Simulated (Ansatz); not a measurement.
## PF⁺, quartet: reading a ladder of total energies

Geometry: that of the PF, triplet, kept fixed. The doublet lies 4.3 eV lower here.

```xyz
2

F     0.0000    0.0000    0.0000
P     0.0000    0.0000    1.5934
```

Basis cc-pVDZ; Ansatz 0.2.0. Only valence electrons are correlated (noble-gas cores frozen), which leaves 11 electrons in 26 orbitals. R marks a restricted (for open shells ROHF) determinant, U an unrestricted one.

Full CI isn't at hand for all of this; UCCSDTQ serves as the reference, and is uncertain by about the last step of the cluster series.

Runs differ by some tens of microhartree through their thresholds and, for an open shell, their frozen cores, so steps under 0.03 kcal/mol mean nothing.

```json
{"level": "UHF", "total energy (hartree)": "-439.692291"}
{"level": "UMP2", "total energy (hartree)": "-439.928278"}
{"level": "UCCSD", "total energy (hartree)": "-439.940441"}
{"level": "UCCSD(T)", "total energy (hartree)": "-439.946457"}
{"level": "UCCSDT", "total energy (hartree)": "-439.947300"}
{"level": "UCCSDT(Q)", "total energy (hartree)": "-439.947979"}
{"level": "UCCSDTQ", "total energy (hartree)": "-439.947842"}
```

**Question.** What is the correlation energy at UCCSDTQ, and what share of it do UMP2 and UCCSD(T) recover?

**Answer.** E(corr) = -439.947842 − (-439.692291) = -0.255551 hartree = -6.954 eV. UMP2: -0.235987 / -0.255551 = 92.34 %. UCCSD(T): -0.254166 / -0.255551 = 99.46 %.

**Question.** By how many kcal/mol does UCCSD(T) miss UCCSDTQ (1 hartree = 627.509 kcal/mol), and which steps make up the rest?

**Answer.** -439.946457 − (-439.947842) = 0.001385 hartree = 0.87 kcal/mol. Steps: UCCSDT − UCCSD(T) = -0.53, UCCSDT(Q) − UCCSDT = -0.43, UCCSDTQ − UCCSDT(Q) = 0.09 kcal/mol. Differences between like states or geometries often cancel part of this.
